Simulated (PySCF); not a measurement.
Predicted microwave data (PBE0-D3(BJ)/def2-SVP geometry optimisation, gas phase (PySCF)) for one isomer of C3H6O2S:

| Item | Value |
| --- | --- |
| Rotational constants | A = 3938, B = 2560, C = 1583 MHz |
| Dipole components | \|μa\| = 2.35 D, \|μb\| = 3.37 D, \|μc\| = 0.00 D |
| Inertial defect | -6.43 u·Å² |
| κ | -0.17 |

**Question.** Which structure is it? (One computed conformer of each.)
A. `[O:1]=[S:2]1(=[O:3])[CH2:4][CH2:5][CH2:6]1` with O1–S2–C4–C5 126°, S2–C4–C5–C6 -17°, C4–C5–C6–S2 17°, O1–S2–C6–C5 -126° (thietane 1,1-dioxide)
B. `[CH2:1]=[CH:2][S:3]([CH3:4])(=[O:5])=[O:6]` with C1–C2–S3–C4 -115°
C. `[CH3:1][O:2][C:3](=[S:4])[O:5][CH3:6]` with C1–O2–C3–S4 0°, O2–C3–O5–C6 0°

**Answer.** C. It is COC(=S)OC, an asymmetric top, point group Cs. The candidates at the same level (rigid rotor, commonest isotopes):

```
       SMILES  A (MHz)  B (MHz)  C (MHz)  μa (D)  μb (D)  μc (D)  Δ (u·Å²)  point group                        rotor
    COC(=S)OC     3938     2560     1583    2.35    3.37    0.00     -6.43           Cs               asymmetric top
 O=S1(=O)CCC1     4965     2852     2682    4.67    0.85    0.00    -90.51           Cs               asymmetric top
C=CS(C)(=O)=O     4435     2484     2472    1.88    0.53    4.00   -112.96           C1  near-prolate asymmetric top
```

`C=CS(C)(=O)=O` has C 56 % too high; `O=S1(=O)CCC1` has C 69 % too high. In the right answer the mirror of this Cs structure is the ab plane, so μc vanishes by symmetry (the 0.01 D computed is a residue). No structure here is proved a minimum.
